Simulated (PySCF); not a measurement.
A PySCF script (with the pyscf-properties extension) for the NMR shieldings of `C[CH+]C=C(F)F`, [C₄H₅F₂]+, on a GFN2-xTB geometry:

```python
import basis_set_exchange as bse
import numpy as np
from pyscf import gto, dft
from pyscf.prop import nmr

atoms = """
C    -1.665027    0.196022   -0.453431
C    -0.234945    0.280281   -0.404110
C     0.548119   -0.353406    0.550214
C     1.917549   -0.258143    0.556084
F     2.662322   -0.832555    1.426384
F     2.603202    0.409679   -0.305798
H    -2.095162    1.207981   -0.445384
H    -2.105845   -0.415279    0.329708
H    -1.981061   -0.156988   -1.445869
H     0.261495    0.878513   -1.164547
H     0.094779   -0.953434    1.330785
"""
names = dict.fromkeys(["C", "F", "H"], "pcSseg-1")
basis = {el: gto.basis.parse(bse.get_basis(n, elements=[el], fmt="nwchem")) for el, n in names.items()}
mol = gto.M(atom=atoms, basis=basis, charge=1, verbose=0)
mf = dft.RKS(mol, xc="PBE0")
mf.grids.level = 2
mf.grids.alignment = dft.numint.BLKSIZE   # the property module wants whole blocks of grid points
mf.conv_tol = 1e-9
mf.kernel()

calc = nmr.RKS(mf)   # GIAO
C = mf.mo_coeff
Co = C[:, mf.mo_occ > 0]
resp = mf.gen_response(singlet=True, hermi=2)
def vind(x):   # induced exchange potential for any number of trial vectors
    d = np.einsum("pi,xij,qj->xpq", C, 2 * x.reshape(-1, C.shape[1], Co.shape[1]), Co, optimize=True)
    return np.einsum("xpq,pi,qj->xij", resp(d - d.transpose(0, 2, 1)), C, Co, optimize=True).ravel()
mo1, _ = nmr.rhf.solve_mo1(calc, with_cphf=vind)
sigma = calc.kernel(mo1)
for i, s in enumerate(sigma):   # ppm
    print("%2d %-2s %9.2f" % (i, mol.atom_pure_symbol(i), np.trace(s) / 3))
```

Question: Give the expected output.

Answer: 
```
 0 C     147.14
 1 C     -53.06
 2 C      72.71
 3 C      -2.19
 4 F     137.53
 5 F     142.57
 6 H      27.48
 7 H      27.98
 8 H      27.48
 9 H      21.23
10 H      24.41
```

These numbers come from an equivalent density-fitted implementation of the same equations, which agrees with the script to about 0.01 ppm for H and up to a few tenths of a ppm for heavy atoms, so last digits may differ.

Question: Turn these shieldings into chemical shifts. δ = σ(ref) − σ, references computed at the same level: ¹³C (σ = 186.93 ppm), ¹H (σ = 31.72 ppm) vs TMS; CFCl3 for ¹⁹F (σ = 170.95 ppm).

Answer: Averaging equivalent atoms: C 1: 240.0; C 3: 189.1; C 2: 114.2; C 0: 39.8; F 4: 33.4; F 5: 28.4; H 9: 10.49; H 10: 7.31; H 6/7/8: 4.07 ppm. Unscaled 19F shifts against computed CFCl3 carry errors that often reach 10 to 50 ppm.

Size and cost of the density-fitted run: 127 basis functions, of the order of 40 core-seconds.
